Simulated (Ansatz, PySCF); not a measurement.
Breaking a bond: Li₂, singlet.

UHF/LANL2DZ = unrestricted Hartree-Fock/LANL2DZ run with PySCF 2.14.0; UHF/aug-cc-pVTZ (Ansatz, a first-principles code); RHF/LANL2DZ = restricted Hartree-Fock/LANL2DZ run with PySCF; RKS-M06-2X/6-31G* = restricted M06-2X/6-31G*, spherical d run with PySCF 2.14.0; RKS-PBE = Ansatz with restricted PBE/aug-cc-pVTZ.

Energies are in mEh, each relative to the lowest point of its own curve near equilibrium.

```json
[
 {"R / Å": "2.08", "UHF/LANL2DZ": "21.1", "UHF": "17.2", "RHF/LANL2DZ": "23.5", "RKS-M06-2X/6-31G*": "18.4", "RKS-PBE": "17.8"},
 {"R / Å": "2.18", "UHF/LANL2DZ": "14.9", "UHF": "11.6", "RHF/LANL2DZ": "16.4", "RKS-M06-2X/6-31G*": "12.3", "RKS-PBE": "11.8"},
 {"R / Å": "2.34", "UHF/LANL2DZ": "8.0", "UHF": "5.3", "RHF/LANL2DZ": "8.2", "RKS-M06-2X/6-31G*": "5.6", "RKS-PBE": "5.2"},
 {"R / Å": "2.45", "UHF/LANL2DZ": "6.1", "UHF": "2.6", "RHF/LANL2DZ": "4.5", "RKS-M06-2X/6-31G*": "2.7", "RKS-PBE": "2.4"},
 {"R / Å": "2.59", "UHF/LANL2DZ": "2.9", "UHF": "0.7", "RHF/LANL2DZ": "1.5", "RKS-M06-2X/6-31G*": "0.6", "RKS-PBE": "0.5"},
 {"R / Å": "2.69", "UHF/LANL2DZ": "1.5", "UHF": "0.1", "RHF/LANL2DZ": "0.4", "RKS-M06-2X/6-31G*": "0.0", "RKS-PBE": "0.0"},
 {"R / Å": "2.74", "UHF/LANL2DZ": "1.0", "UHF": "0.1", "RHF/LANL2DZ": "0.1", "RKS-M06-2X/6-31G*": "0.0", "RKS-PBE": "0.0"},
 {"R / Å": "2.87", "UHF/LANL2DZ": "0.2", "UHF": "0.0", "RHF/LANL2DZ": "0.0", "RKS-M06-2X/6-31G*": "0.5", "RKS-PBE": "0.5"},
 {"R / Å": "2.93", "UHF/LANL2DZ": "0.0", "UHF": "0.0", "RHF/LANL2DZ": "0.2", "RKS-M06-2X/6-31G*": "1.0", "RKS-PBE": "1.0"},
 {"R / Å": "2.98", "UHF/LANL2DZ": "0.0", "UHF": "0.0", "RHF/LANL2DZ": "0.6", "RKS-M06-2X/6-31G*": "1.4", "RKS-PBE": "1.4"},
 {"R / Å": "3.12", "UHF/LANL2DZ": "0.2", "UHF": "0.4", "RHF/LANL2DZ": "2.0", "RKS-M06-2X/6-31G*": "3.1", "RKS-PBE": "3.1"},
 {"R / Å": "3.43", "UHF/LANL2DZ": "1.4", "UHF": "1.8", "RHF/LANL2DZ": "6.9", "RKS-M06-2X/6-31G*": "8.2", "RKS-PBE": "8.1"},
 {"R / Å": "3.69", "UHF/LANL2DZ": "2.6", "UHF": "3.1", "RHF/LANL2DZ": "12.1", "RKS-M06-2X/6-31G*": "13.5", "RKS-PBE": "12.8"},
 {"R / Å": "4.12", "UHF/LANL2DZ": "4.3", "UHF": "5.0", "RHF/LANL2DZ": "21.6", "RKS-M06-2X/6-31G*": "22.7", "RKS-PBE": "20.7"},
 {"R / Å": "4.57", "UHF/LANL2DZ": "5.5", "UHF": "6.2", "RHF/LANL2DZ": "31.4", "RKS-M06-2X/6-31G*": "32.1", "RKS-PBE": "28.2"},
 {"R / Å": "4.92", "UHF/LANL2DZ": "6.0", "UHF": "6.7", "RHF/LANL2DZ": "38.5", "RKS-M06-2X/6-31G*": "38.7", "RKS-PBE": "33.2"},
 {"R / Å": "5.42", "UHF/LANL2DZ": "6.5", "UHF": "7.1", "RHF/LANL2DZ": "47.7", "RKS-M06-2X/6-31G*": "46.8", "RKS-PBE": "39.0"},
 {"R / Å": "6.00", "UHF/LANL2DZ": "6.7", "UHF": "7.4", "RHF/LANL2DZ": "56.8", "RKS-M06-2X/6-31G*": "54.2", "RKS-PBE": "44.0"},
 {"R / Å": "6.73", "UHF/LANL2DZ": "6.8", "UHF": "7.4", "RHF/LANL2DZ": "66.1", "RKS-M06-2X/6-31G*": "61.2", "RKS-PBE": "48.2"},
 {"R / Å": "7.46", "UHF/LANL2DZ": "6.8", "UHF": "7.5", "RHF/LANL2DZ": "73.4", "RKS-M06-2X/6-31G*": "66.1", "RKS-PBE": "50.6"},
 {"R / Å": "8.30", "UHF/LANL2DZ": "6.8", "UHF": "7.5", "RHF/LANL2DZ": "79.8", "RKS-M06-2X/6-31G*": "69.9", "RKS-PBE": "52.2"}
]
```

At the longest distance, 8.30 Å, RHF/LANL2DZ lies highest above its minimum (79.8 mEh) and UHF/LANL2DZ lowest (6.8 mEh).

The unrestricted determinant behind UHF/LANL2DZ, UHF is spin-contaminated at 2.08 to 8.30 Å (<S²> up to 1.0, against 0.00 for a pure singlet). The restricted form behind RHF/LANL2DZ, RKS-M06-2X/6-31G*, RKS-PBE keeps the bonding electrons paired and can't separate into open-shell fragments.
